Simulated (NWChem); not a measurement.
System: chlorine (Cl$_{2}$); SMILES ClCl

Here is an NWChem input.

```
start job
memory heap 200 mb stack 900 mb global 1100 mb
geometry units angstroms noautoz
  Cl     0.000000     0.000000     1.021525
  Cl     0.000000     0.000000    -1.021525
end
basis spherical
  * library cc-pvdz
end
dft
  xc xpbe96 cpbe96
  iterations 150
  mulliken
end
task dft gradient
```

Parts of the log:

```
             Northwest Computational Chemistry Package (NWChem) 7.3.0
             --------------------------------------------------------

 ORDER OF PRIMARY AXIS IS BEING SET TO 4
 D4H symmetry detected

                             Geometry "geometry" -> ""
                             -------------------------

 Output coordinates in angstroms (scale by  1.889725989 to convert to a.u.)

  No.       Tag          Charge          X              Y              Z
 ---- ---------------- ---------- -------------- -------------- --------------
    1 Cl                  17.0000     0.00000000     0.00000000     1.02152500
    2 Cl                  17.0000     0.00000000     0.00000000    -1.02152500

 Effective nuclear repulsion energy (a.u.)      74.8548615848

      Symmetry information
      --------------------

 Group name             D4h
 Group number             28
 Group order              16
 No. of unique centers     1

  pbe96 is a nonlocal functional; adding pw91lda local functional.

                                 NWChem DFT Module
                                 -----------------

 Summary of "ao basis" -> "ao basis" (spherical)
 ------------------------------------------------------------------------------
       Tag                 Description            Shells   Functions and Types
 ---------------- ------------------------------  ------  ---------------------
 Cl                         cc-pvdz                  8       18   4s3p1d

      Symmetry analysis of basis
      --------------------------

        a1g         8
        a1u         0
        a2g         0
        a2u         8
        b1g         1
        b1u         1
        b2g         1
        b2u         1
        eg          8
        eu          8

            General Information
            -------------------
          SCF calculation type: DFT
          Wavefunction type:  closed shell.
          No. of atoms     :     2
          No. of electrons :    34
           Alpha electrons :    17
            Beta electrons :    17
          Charge           :     0
          Spin multiplicity:     1
          Use of symmetry is: on ; symmetry adaption is: on
          Maximum number of iterations: 150
          AO basis - number of functions:    36
                     number of shells:    16
          Convergence on energy requested:  1.00D-06
          Convergence on density requested:  1.00D-05
          Convergence on gradient requested:  5.00D-04

              XC Information
              --------------
          PerdewBurkeErnzerhof Exchange Functional  1.000
            Perdew 1991 LDA Correlation Functional  1.000 local
           PerdewBurkeErnz. Correlation Functional  1.000 non-local

             Grid Information
             ----------------
          Grid used for XC integration:  medium
          Radial quadrature: Mura-Knowles
          Angular quadrature: Lebedev.
          Tag              B.-S. Rad. Rad. Pts. Rad. Cut. Ang. Pts.
          ---              ---------- --------- --------- ---------
          Cl                  1.00       88           7.0       590
          Grid pruning is: on
          Number of quadrature shells:    88
          Spatial weights used:  Erf1

      Superposition of Atomic Density Guess
      -------------------------------------

 Sum of atomic energies:        -918.95009295

      Non-variational initial energy
      ------------------------------

 Total energy =    -919.016544
 1-e energy   =   -1419.465418
 2-e energy   =     425.594012
 HOMO         =      -0.352985
 LUMO         =      -0.125351

      Symmetry analysis of molecular orbitals - initial
      -------------------------------------------------

 !! scf_movecs_sym_adapt:    4 vectors were symmetry contaminated

  Symmetry fudging

 !! scf_movecs_sym_adapt:    4 vectors were symmetry contaminated

  Numbering of irreducible representations:

     1 a1g         2 a1u         3 a2g         4 a2u         5 b1g
     6 b1u         7 b2g         8 b2u         9 eg         10 eu

  Orbital symmetries:

     1 a2u         2 a1g         3 a1g         4 a2u         5 a1g
     6 a2u         7 eu          8 eu          9 eg         10 eg
    11 a1g        12 a2u        13 a1g        14 eu         15 eu
    16 eg         17 eg         18 a2u        19 a1g        20 a2u
    21 eu         22 eu         23 eg         24 eg         25 a1g
    26 eu         27 eu

     ---------------------------------------------
      Total Density - Mulliken Population Analysis
     ---------------------------------------------

    Atom       Charge   Shell Charges
 -----------   ------   -------------------------------------------------------
    1 Cl  17    17.00   2.00  2.01  0.95  0.98  6.00  2.88  2.15  0.03
    2 Cl  17    17.00   2.00  2.01  0.95  0.98  6.00  2.88  2.15  0.03

   convergence    iter        energy       DeltaE   RMS-Dens  Diis-err
 ---------------- ----- ----------------- --------- --------- ---------
 d= 0,ls=0.0,diis     1   -919.9674295317 -9.95D+02  1.40D-02  3.13D-01
 d= 0,ls=0.0,diis     2   -919.9717955263 -4.37D-03  8.36D-03  1.58D-01
 d= 0,ls=0.0,diis     3   -919.9911766531 -1.94D-02  1.89D-03  1.80D-02
 d= 0,ls=0.0,diis     4   -919.9935945047 -2.42D-03  2.86D-04  1.41D-04
 d= 0,ls=0.0,diis     5   -919.9936140344 -1.95D-05  1.12D-05  2.22D-07
 d= 0,ls=0.0,diis     6   -919.9936140619 -2.75D-08  6.19D-07  7.58D-10

         Total DFT energy =     -919.993614061861
      One electron energy =    -1419.232796242200
           Coulomb energy =      480.469662166018
    Exchange-Corr. energy =      -56.085341570522
 Nuclear repulsion energy =       74.854861584843

 Numeric. integr. density =       34.000000051160

                  Occupations of the irreducible representations
                  ----------------------------------------------

                     irrep           alpha         beta
                     --------     --------     --------
                     a1g               5.0          5.0
                     a1u               0.0          0.0
                     a2g               0.0          0.0
                     a2u               4.0          4.0
                     b1g               0.0          0.0
                     b1u               0.0          0.0
                     b2g               0.0          0.0
                     b2u               0.0          0.0
                     eg                4.0          4.0
                     eu                4.0          4.0

                       DFT Final Molecular Orbital Analysis
                       ------------------------------------

 Vector   15  Occ=2.000000D+00  E=-3.562116D-01  Symmetry=eu
              MO Center= -2.2D-15,  1.4D-15,  1.4D-14, r^2= 2.0D+00
   Bfn.  Coefficient  Atom+Function         Bfn.  Coefficient  Atom+Function
  ----- ------------  ---------------      ----- ------------  ---------------
     8      0.340095  1 Cl px                26      0.340095  2 Cl px
     9     -0.252179  1 Cl py                27     -0.252179  2 Cl py
    11      0.248577  1 Cl px                29      0.248577  2 Cl px
    12     -0.184319  1 Cl py                30     -0.184319  2 Cl py
    17      0.032666  1 Cl d  1              35     -0.032666  2 Cl d  1

 Vector   16  Occ=2.000000D+00  E=-2.668506D-01  Symmetry=eg
              MO Center=  1.2D-15,  1.9D-15,  7.0D-15, r^2= 2.3D+00
   Bfn.  Coefficient  Atom+Function         Bfn.  Coefficient  Atom+Function
  ----- ------------  ---------------      ----- ------------  ---------------
     9      0.397038  1 Cl py                27     -0.397038  2 Cl py
    12      0.315056  1 Cl py                30     -0.315056  2 Cl py
     8      0.251994  1 Cl px                26     -0.251994  2 Cl px
    11      0.199961  1 Cl px                29     -0.199961  2 Cl px

 Vector   17  Occ=2.000000D+00  E=-2.668506D-01  Symmetry=eg
              MO Center=  5.7D-19, -3.6D-19, -1.6D-14, r^2= 2.3D+00
   Bfn.  Coefficient  Atom+Function         Bfn.  Coefficient  Atom+Function
  ----- ------------  ---------------      ----- ------------  ---------------
     8      0.397038  1 Cl px                26     -0.397038  2 Cl px
    11      0.315056  1 Cl px                29     -0.315056  2 Cl px
     9     -0.251994  1 Cl py                27      0.251994  2 Cl py
    12     -0.199961  1 Cl py                30      0.199961  2 Cl py

 Vector   18  Occ=0.000000D+00  E=-1.677514D-01  Symmetry=a2u
              MO Center=  6.4D-15,  5.2D-15, -5.3D-16, r^2= 2.5D+00
   Bfn.  Coefficient  Atom+Function         Bfn.  Coefficient  Atom+Function
  ----- ------------  ---------------      ----- ------------  ---------------
    13      0.544515  1 Cl pz                31      0.544515  2 Cl pz
    10      0.497140  1 Cl pz                28      0.497140  2 Cl pz
     4     -0.282462  1 Cl s                 22      0.282462  2 Cl s
     3     -0.124888  1 Cl s                 21      0.124888  2 Cl s
    16      0.057048  1 Cl d  0              34     -0.057048  2 Cl d  0

[...]

                         DFT ENERGY GRADIENTS

    atom               coordinates                        gradient
                 x          y          z           x          y          z
   1 Cl      0.000000   0.000000   1.930402    0.000000   0.000000  -0.000499
   2 Cl      0.000000   0.000000  -1.930402    0.000000   0.000000   0.000499
```

Level: PBE/cc-pVDZ. The geometry was optimised at B3LYP/6-31G* (spherical d).
